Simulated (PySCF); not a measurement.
Gas-phase reaction: 2 BO + B + 4 HF ⇌ 2 BF2OH + BH2

Method: PySCF energies plus ideal-gas RRHO corrections (1 bar). S°(298 K) at PBE0/def2-TZVP differs from the NASA 1993 table for BH2 (+14 J/mol/K); whether the harmonic model or the table's entry is off was not settled. † marks an energy on the PBE0/def2-TZVP geometry and frequencies; other levels use their own. 6-31G* has spherical d functions here. Open shells (unrestricted): BO (multiplicity 2), B (multiplicity 2, electronic degeneracy 6), BH2 (multiplicity 2); the rest are closed-shell singlets. Spin-orbit splitting is ignored; it lowers the true energy and changes the entropy of B. B3LYP is the form with VWN-RPA correlation. BF2OH: computed as isolated molecules; such fragments, hydroxides, amides, oligomers or adducts are transient or little studied in the gas. The harmonic model lacks anharmonicity and excited electronic states, which grow with temperature; levels with a mode under 35 cm⁻¹ are left out. Internal rotation in BF2OH is treated as a harmonic vibration of one conformer, which makes the entropy rough.

| level | ΔE electronic, kJ | ΔH°(298 K), kJ | ΔS°(298 K), J/K | ΔG°(800 K), kJ |
|---|---|---|---|---|
| B3LYP/6-31G* | -1606 | -1579 | -517 | -1159 |
| HF/6-31G* | -1475 | -1449 | -518 | -1026 |
| PBE0/def2-TZVP | -1462 | -1440 | -516 | -1021 |
| ωB97M-V/def2-TZVP† | -1467 | -1445 | -516 | -1025 |
| ωB97X-V/def2-TZVP† | -1477 | -1455 | -516 | -1035 |
ΔH° is lowest at B3LYP/6-31G* and highest at PBE0/def2-TZVP. No reference value is set beside these.
